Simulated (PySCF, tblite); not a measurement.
Isomers of C4H5PS. Method: GFN2-xTB as coded in tblite; computed harmonic values from a numerical Hessian at the method's own geometry, unscaled. Against measured fundamentals such values can be off by several per cent, at times by over 20. Modes of hydrogen on phosphorus can be 10 to 20 % off. One conformer each.

Electronic energies: PBE0/pcSseg-1 single points on the GFN2-xTB geometries (PySCF, gas phase).

| SMILES | electronic energy, lowest = 0 (kJ/mol) |
| --- | --- |
| Pc1ccsc1 | 40.4 |
| Cc1cpcs1 | 0.0 |
| C#CP1(=S)CC1 | 223.9 |
| Cc1cscp1 | 4.3 |
| Cc1pccs1 | 3.5 |
| S=[PH]1C=CC=C1 | 53.4 |

Problem. How do GFN2-xTB zero-point energies change the relative energies?

Solution. 
```json
{"SMILES": "Cc1cpcs1", "ZPE (kJ/mol)": "201.8", "of it from modes above 1550 cm⁻¹": "91.3", "electronic (kJ/mol)": "0.0", "with ZPE, lowest = 0 (kJ/mol)": "0.0", "lowest mode (cm⁻¹)": "71", "rings": "1"}
{"SMILES": "Cc1pccs1", "ZPE (kJ/mol)": "201.8", "of it from modes above 1550 cm⁻¹": "91.0", "electronic (kJ/mol)": "3.5", "with ZPE, lowest = 0 (kJ/mol)": "3.5", "lowest mode (cm⁻¹)": "96", "rings": "1"}
{"SMILES": "Cc1cscp1", "ZPE (kJ/mol)": "201.8", "of it from modes above 1550 cm⁻¹": "91.4", "electronic (kJ/mol)": "4.3", "with ZPE, lowest = 0 (kJ/mol)": "4.2", "lowest mode (cm⁻¹)": "53", "rings": "1"}
{"SMILES": "Pc1ccsc1", "ZPE (kJ/mol)": "190.2", "of it from modes above 1550 cm⁻¹": "83.9", "electronic (kJ/mol)": "40.4", "with ZPE, lowest = 0 (kJ/mol)": "28.7", "lowest mode (cm⁻¹)": "82", "rings": "1"}
{"SMILES": "S=[PH]1C=CC=C1", "ZPE (kJ/mol)": "195.7", "of it from modes above 1550 cm⁻¹": "96.9", "electronic (kJ/mol)": "53.4", "with ZPE, lowest = 0 (kJ/mol)": "47.3", "lowest mode (cm⁻¹)": "102", "rings": "1"}
{"SMILES": "C#CP1(=S)CC1", "ZPE (kJ/mol)": "193.5", "of it from modes above 1550 cm⁻¹": "106.4", "electronic (kJ/mol)": "223.9", "with ZPE, lowest = 0 (kJ/mol)": "215.6", "lowest mode (cm⁻¹)": "99", "rings": "1"}
```

The zero-point energies span 11.6 kJ/mol, from `Pc1ccsc1` to `Cc1pccs1`. The order is unchanged.

Problem. And how do the electronic energies of GFN2-xTB itself compare?

Solution. `Cc1cpcs1` 0.5; `Cc1pccs1` 6.4; `Cc1cscp1` 4.1; `Pc1ccsc1` 3.3; `S=[PH]1C=CC=C1` 0.0; `C#CP1(=S)CC1` 187.4 kJ/mol, lowest = 0. Against the energies above, taken from the same isomer `Cc1cpcs1`, the largest difference is 53.9 kJ/mol.

Problem. What do entropy and thermal enthalpy add at 298.15 K and 1 bar (rigid rotor, harmonic oscillator, one conformer each)?

Solution. 
```tsv
SMILES	point group	symmetry number	S (J/(mol K))	H − H(0) (kJ/mol)	ZPE + H − H(0) − TS (kJ/mol)
Cc1cpcs1	Cs	1	337.4	19.28	120.5
Cc1pccs1	Cs	1	335.4	19.22	121.0
Cc1cscp1	Cs	1	340.0	19.39	119.8
Pc1ccsc1	C1	1	337.9	19.28	108.7
S=[PH]1C=CC=C1	Cs	1	330.4	18.39	115.6
C#CP1(=S)CC1	Cs	1	356.6	21.99	109.2
```
